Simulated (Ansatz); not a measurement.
Rock-salt TiN

All values below come from r²SCANh in Ansatz (PAW).

Settings: plane-wave cutoff 520 eV, 12×12×12 k mesh, Fermi–Dirac smearing 0.05 eV, no spin polarisation, scalar-relativistic PAW data made under PBE.

Cell (relaxed at this level):

```
TiN
1.0
    0.00000     2.10982     2.10982
    2.10982     0.00000     2.10982
    2.10982     2.10982     0.00000
Ti N
1 1
Direct
  0.00000   0.00000   0.00000
  0.50000   0.50000   0.50000
```

For rock-salt TiN, the bulk modulus is 307 GPa and the pressure derivative B′ of the bulk modulus is 4.2.

Measured, for comparison: bulk modulus 288 GPa (temperature not stated, not corrected to a static lattice; as tabulated in Krasnenko and Brik (2013), arXiv:1306.3139). Computed (rounded) less measured: bulk modulus +7 %. A static lattice is as a rule a little smaller and stiffer than an uncorrected measurement, which narrows the difference in the bulk modulus and would widen misses of the other sign.

Note: the run has no spin polarisation, so it can have missed a magnetic state.

The result took about 17 core-minutes (a rough figure).

Ansatz is a program for electronic structure.
